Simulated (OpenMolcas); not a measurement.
## [AlH3]− (SMILES [AlH3-]): name the method

[AlH3]−: 4 atoms, total charge -1, spin state doublet. SMILES: `[AlH3-]`. Geometry: a GFN2-xTB relaxation, a rough one for these elements and not checked as a minimum.

```
atom    x (Å)    y (Å)    z (Å)
  Al  -0.1611   0.4553  -0.3073
   H   0.4719   0.7541   1.2244
   H  -1.3501  -0.6839   0.0505
   H   1.0393  -0.5256  -0.9677
```

A calculation with OpenMolcas 26.06 gave:

```yaml
total_energy: -243.2891 Eh
HOMO_energy: -1.87 eV
LUMO_energy: 6.75 eV
⟨S²⟩: 0.752
```

**Question.** Which of these levels gave the numbers?
A. SVWN5/pcseg-0
B. HF/pcseg-0
C. r2SCAN/pcseg-0
D. PBE0/pcseg-0

**Answer.** B. The others give -243.8698 Eh (r2SCAN/pcseg-0), -242.8196 Eh (SVWN5/pcseg-0), -243.7771 Eh (PBE0/pcseg-0).
